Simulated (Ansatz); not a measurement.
`CC(F)(Cl)Cl` + H₂ → `CC(F)Cl` + HCl at 298.15 K and 1 bar (hydrogenolysis of a C–Cl bond).

Computed with Ansatz on PBE0-D4/def2-TZVP structures; ΔE is electronic, products minus reactants. CBS: MP2 limit from def2 TZ/QZ plus the TZ coupled-cluster correction, frozen cores. This one scheme is used for every species.

```
      species  CCSD(T)/CBS energy (Eh)  H − E (kJ/mol)  S (J/(mol·K))
`CC(F)(Cl)Cl`              -1097.25476           145.7          317.8
           H₂                 -1.17544            35.1          130.4
    `CC(F)Cl`               -638.08166           169.4          292.4
          HCl               -460.38127            26.6          186.8
```

H − E and S are ideal-gas, rigid-rotor, harmonic terms from PBE0-D4/def2-TZVP, for one conformer and one mirror image of each species. The MP2-based limit puts H₂ 0.8 mEh under its directly extrapolated value; such offsets cancel only in part. 1 Eh = 2625.50 kJ/mol, R = 8.31446 J/(mol·K).

**Question.** By hand: ΔE, ΔH, ΔS and ΔG.

**Answer.** ΔE = (-638.08166) + (-460.38127) − (-1097.25476) − (-1.17544) = -0.03273 Eh = -85.9 kJ/mol. Δ(H − E) = 169.4 + 26.6 − 145.7 − 35.1 = 15.2, so ΔH = -70.7 kJ/mol. ΔS = 292.4 + 186.8 − 317.8 − 130.4 = 31.0 J/(mol·K). ΔG = -70.7 − 298.15 × (31.0)/1000 = -79.9 kJ/mol.

**Question.** By hand: the equilibrium constant, and the temperature at which ΔG would vanish if ΔH and ΔS stayed fixed.

**Answer.** log₁₀ K = −ΔG/(RT ln 10) = 14.0. ΔH and −TΔS have one sign here, so there is no such temperature.

ΔH outweighs TΔS. A doubt of 5 kJ/mol in ΔE shifts log₁₀ K by 0.9 here. Other conformers and mirror images would add mixing entropy, several J/(mol·K) or more a flexible species. These are equilibria of isolated gas molecules and say nothing of rates. Largest T1 diagnostic: 0.010 (customary marks: 0.02 for closed shells, 0.045 for open ones).
